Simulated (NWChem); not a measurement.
Species: SiH$_{4}$; SMILES [SiH4]

```xyz
5

Si     0.0000     0.0000     0.0000
H     -0.8572     0.8572     0.8573
H      0.8572    -0.8572     0.8573
H      0.8572     0.8572    -0.8573
H     -0.8572    -0.8572    -0.8573
```
Atoms are numbered in this order, from 1.

The geometry was optimised at PBE0-D3(BJ)/def2-TZVP.

Q: List the 4 lowest vertical singlet excitations from B3LYP/def2-SVPD, TDA (NWChem).

A: 
| state | energy (eV) | oscillator strength | leading excitation (squared amplitude) |
|---|---|---|---|
| S1 | 9.00 | 0.123 | HOMO → LUMO (0.98) |
| S2 | 9.00 | 0.123 | HOMO−1 → LUMO (0.98) |
| S3 | 9.00 | 0.123 | HOMO−2 → LUMO (0.98) |
| S4 | 9.16 | 0.000 | HOMO−1 → LUMO+2 (0.50) |
